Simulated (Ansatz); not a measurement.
## Which is lower?

Two relaxed structures of C2H4Si, singlet (PBE0-D4/def2-TZVP; forces vanish, vibrations not checked).

A:

```csv
atom,x (Å),y (Å),z (Å)
C1,0.5302,-0.4670,0.0010
C2,1.4396,-1.2583,0.0300
Si3,-0.8445,0.7297,-0.0416
H4,-2.0946,0.0271,-0.4206
H5,-0.5444,1.7860,-1.0387
H6,-1.0035,1.3414,1.3003
H7,2.2437,-1.9579,0.0558
```

B:

```
7
angstrom
C -0.2209 0.4754 -0.0861
C 0.7296 -0.4387 0.1502
Si 1.2764 -0.6580 1.9279
H 2.3011 -1.7593 1.6514
H -0.6138 0.6823 -1.0795
H -0.6465 1.0599 0.7277
H 1.1241 -0.9977 -0.6964
```

Ansatz 0.2.0; basis: def2-TZVPP; cores frozen in the correlated methods. B3LYP uses VWN-RPA correlation.

Q: Which structure is lower at CCSD(T), and by how much? (An estimate is asked for; the value comes from the calculation.)

A: The calculation gives: A, by 63.9 kJ/mol (electronic energy, against the other). By their contacts, A is C₂H₄Si (C#C[SiH3]) and B is C₂H₄Si ([CH2][CH][SiH]).

All methods give the same order:

| method | E(B) − E(A) (kJ/mol) |
| --- | --- |
| PBE-D4 | 47.0 |
| r2SCAN-D4 | 67.4 |
| PBE0-D4 | 48.8 |
| B3LYP-D4 | 56.2 |
| wB97M-V | 54.6 |
| HF | 71.8 |
| MP2 | 83.2 |
| CCSD | 62.9 |
| CCSD(T) | 63.9 |

The T1 diagnostic stays at or below 0.014. The restricted Hartree–Fock reference is unstable towards an unrestricted one at one or more of these structures.

Labels in which every atom is bracketed show which atoms are joined, not bond orders.

For scale, one of the runs: CCSD(T)/def2-TZVPP, 160 basis functions, launched by `ansatz run in.yaml --threads 2 --pin off --events-out ev --progress --plain --max-ram 4352MiB`. Hardware: 2 CPU threads of an Arm Neoverse V1, shared host. Wall time 17 s; peak host memory 1.1 GiB.
